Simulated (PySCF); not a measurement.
Species: C4H3FS.
Atom-mapped SMILES: `[F:1][c:2]1[cH:3][cH:4][s:5][cH:6]1` (hydrogens: H7 on C3; H8 on C4; H9 on C6)

The same species was optimised twice, with GFN2-xTB and with PBE0-D3(BJ)/def2-SVP (PySCF), and the same property calculations (PySCF, gas phase) were run on both structures.

| coordinate | GFN2-xTB | PBE0-D3(BJ)/def2-SVP | change |
| --- | --- | --- | --- |
| F1–C2 (Å) | 1.342 | 1.326 | -0.016 |
| C3–C4 (Å) | 1.356 | 1.369 | +0.013 |
| C2–C6 (Å) | 1.358 | 1.368 | +0.010 |
| C2–C3 (Å) | 1.414 | 1.421 | +0.007 |
| C4–S5 (Å) | 1.719 | 1.717 | -0.002 |
| S5–C6 (Å) | 1.716 | 1.717 | +0.001 |
| C4–S5–C6 (°) | 91.6 | 92.3 | +0.7 |
| F1–C2–C6 (°) | 123.2 | 123.6 | +0.4 |
| F1–C2–C3 (°) | 122.5 | 122.2 | -0.3 |
| C3–C4–S5 (°) | 112.4 | 112.1 | -0.3 |
| C2–C6–S5 (°) | 110.6 | 110.3 | -0.3 |
| C3–C2–C6 (°) | 114.3 | 114.3 | 0.0 |
| C2–C3–C4 (°) | 111.1 | 111.1 | 0.0 |

Rotational constants: A = 7289, B = 2484, C = 1852 MHz (GFN2-xTB) against A = 7228, B = 2487, C = 1850 MHz (PBE0-D3(BJ)/def2-SVP). Point groups within 0.08 Å: Cs and Cs.

On the GFN2-xTB structure: HOMO (eV) -7.07 [PBE0/pcSseg-1]; LUMO (eV) -0.64 [PBE0/pcSseg-1]; dipole (D) 1.25 [PBE0/pcSseg-1]; GIAO shielding of F1 (ppm) 308.3 [PBE0/pcSseg-1]; GIAO shielding of C2 (ppm) 19.0 [PBE0/pcSseg-1]; GIAO shielding of C3 (ppm) 64.6 [PBE0/pcSseg-1]; GIAO shielding of C4 (ppm) 53.7 [PBE0/pcSseg-1]; GIAO shielding of S5 (ppm) 322.3 [PBE0/pcSseg-1]; GIAO shielding of C6 (ppm) 74.8 [PBE0/pcSseg-1].

Question: What do these properties become on the PBE0-D3(BJ)/def2-SVP structure?

Answer: 
```json
{"property": "HOMO (eV)", "level": "PBE0/pcSseg-1", "on GFN2-xTB": "-7.07", "on PBE0-D3(BJ)/def2-SVP": "-7.02", "change": "+0.05"}
{"property": "LUMO (eV)", "level": "PBE0/pcSseg-1", "on GFN2-xTB": "-0.64", "on PBE0-D3(BJ)/def2-SVP": "-0.66", "change": "-0.02"}
{"property": "dipole (D)", "level": "PBE0/pcSseg-1", "on GFN2-xTB": "1.25", "on PBE0-D3(BJ)/def2-SVP": "1.16", "change": "-0.09"}
{"property": "energy, GFN2-xTB geometry as zero (kcal/mol)", "level": "PBE0/pcSseg-1", "on GFN2-xTB": "0.0", "on PBE0-D3(BJ)/def2-SVP": "-0.1", "change": "-0.1"}
{"property": "GIAO shielding of F1 (ppm)", "level": "PBE0/pcSseg-1", "on GFN2-xTB": "308.3", "on PBE0-D3(BJ)/def2-SVP": "309.2", "change": "+0.9"}
{"property": "GIAO shielding of C2 (ppm)", "level": "PBE0/pcSseg-1", "on GFN2-xTB": "19.0", "on PBE0-D3(BJ)/def2-SVP": "17.9", "change": "-1.1"}
{"property": "GIAO shielding of C3 (ppm)", "level": "PBE0/pcSseg-1", "on GFN2-xTB": "64.6", "on PBE0-D3(BJ)/def2-SVP": "62.0", "change": "-2.6"}
{"property": "GIAO shielding of C4 (ppm)", "level": "PBE0/pcSseg-1", "on GFN2-xTB": "53.7", "on PBE0-D3(BJ)/def2-SVP": "52.1", "change": "-1.6"}
{"property": "GIAO shielding of S5 (ppm)", "level": "PBE0/pcSseg-1", "on GFN2-xTB": "322.3", "on PBE0-D3(BJ)/def2-SVP": "318.9", "change": "-3.4"}
{"property": "GIAO shielding of C6 (ppm)", "level": "PBE0/pcSseg-1", "on GFN2-xTB": "74.8", "on PBE0-D3(BJ)/def2-SVP": "74.0", "change": "-0.8"}
```

The heavy atoms differ by 0.008 Å rms after alignment. Among bonds between heavy atoms F1–C2 changes most (-0.016 Å). Changes are differences of the printed values. Neither structure is proved a minimum here.
